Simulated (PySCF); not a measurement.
# N: ionisation energy

N [He] 2s2 2p3 (4S) → N⁺ [He] 2s2 2p2 (3P), as a difference of total energies. All numbers are calculated (PySCF 2.14, scalar relativity by spin-free X2C-1e, in x2c-TZVPall). Correlated levels: valence: 1s2 frozen. The calculations carry no spin-orbit coupling.

**Question.** Order these methods by the ionisation energy they give, lowest first.
A. UHF
B. SCS-MP2 (valence)
C. B3LYP
D. CCSD (valence)

**Answer.** A (13.891 eV), B (14.304 eV), D (14.417 eV), C (14.645 eV).

Errors of the correlated levels include the incompleteness of this basis and the frozen core.

For comparison: 14.545 eV (measured; NIST levels, between the centres of gravity of the two terms).
